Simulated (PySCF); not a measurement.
methanethiol cation (CH4S), SMILES SC (connectivity only; charge and spin as stated), charge +1, multiplicity 2. Atoms are numbered in the order given.

```xyz
6

C      0.0120    -1.1207     0.0000
S     -0.0907     0.6382     0.0000
H      0.5714    -1.4427     0.8887
H     -1.0016    -1.5187     0.0000
H      0.5714    -1.4427    -0.8887
H      1.2382     0.9165     0.0000
```
Charge +1, spin multiplicity 2.

Geometry optimised at PBE0-D3(BJ)/def2-TZVP. The multiplicity is an assumed one; other spin states were not compared.

Calculation: PBE0/pcH-1 (PySCF).

Unrestricted Kohn–Sham, ⟨S²⟩ = 0.754. Hyperfine tensors hold the contact and dipolar terms, without spin-orbit corrections.

Computed hyperfine couplings:
```csv
nucleus,A(iso) (MHz),A(iso) (G),dipolar principal values (MHz)
13C no. 1,-19.2,-6.9,"-6.5, -5.6, 12.1"
33S no. 2,31.6,11.3,"-94.3, -88.6, 182.9"
1H no. 3,128.1,45.7,"-7.1, -2.8, 9.9"
1H no. 4,-2.6,-0.9,"-3.4, -3.2, 6.6"
1H no. 5,128.1,45.7,"-7.1, -2.8, 9.9"
1H no. 6,-48.7,-17.4,"-21.5, -1.1, 22.6"
```

**Question.** And the g tensor (effective nuclear charges for spin-orbit coupling, GIAO)? (The exact figures need the calculation; the answer reports its results.)

**Answer.** principal values 2.0024, 2.0150, 2.0330; isotropic 2.0168.
